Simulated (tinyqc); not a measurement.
Inside a calculation. Method: Hueckel theory of the pi electrons, for the molecule [CH2-]N=CC=O (SMILES; centres numbered as the heavy atoms are written). One step of it, computed by the program tinyqc.

Question. Energy, charges, bond orders. E = sum n x; q_r = z_r - P_rr; bond order p = P_rs; free valence = sqrt(3) - sum of p over the bonds of the atom.

x values: 2.000000  1.484707  0.298492  -0.723242  -1.559958

occupations: 2.000000  2.000000  2.000000  0.000000  0.000000

charge and bond-order matrix P:
```
,1C,2N,3C,4C,5O
1C,1.008313,0.851504,-0.259372,-0.366706,0.270417
2N,0.851504,1.174694,0.484798,0.011045,-0.096289
3C,-0.259372,0.484798,1.202711,0.749693,-0.307516
4C,-0.366706,0.011045,0.749693,0.884150,0.538465
5O,0.270417,-0.096289,-0.307516,0.538465,1.730132
```

Centres:
```
centre,"z_r, pi electrons of the neutral centre",h
1C,1,0.000000
2N,1,0.500000
3C,1,0.000000
4C,1,0.000000
5O,1,1.000000
```

Bonds:
```
i,j,k
1,2,1
2,3,1.000000
3,4,1
4,5,1
```

Give: pi energy = 6 alpha + this times beta; pi charges; Bond orders and lengths from R = 1.517 - 0.180 p; free valence of the carbons; gap between the highest filled and the next level.

Answer.

pi energy = 6 alpha + this times beta = 7.5664

pi charges: 1C -0.0083, 2N -0.1747, 3C -0.2027, 4C 0.1158, 5O -0.7301

Bond orders and lengths from R = 1.517 - 0.180 p (angstrom, C-C alone):
```
bond,p,R
1-2,0.8515,-
2-3,0.4848,-
3-4,0.7497,1.3821
4-5,0.5385,-
```

free valence of the carbons: 1C 0.8805, 3C 0.4976, 4C 0.4439

gap between the highest filled and the next level = 1.0217 |beta|
